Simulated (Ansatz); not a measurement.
`O=C1OC1F`, charge 0, multiplicity 1.

(1) Give a relaxed structure at PBE0-D4/def2-TZVP (Ansatz). (An estimate is asked.)

Answers

(1) The calculation gave: 
Cartesian coordinates in Å:
```
O -1.9044 -0.3989 0.5248
C -0.7510 -0.2698 0.3247
O 0.3986 -0.8932 0.6094
C 0.4532 0.3168 -0.2119
F 0.8007 0.1038 -1.4789
H 1.0029 1.1413 0.2320
```
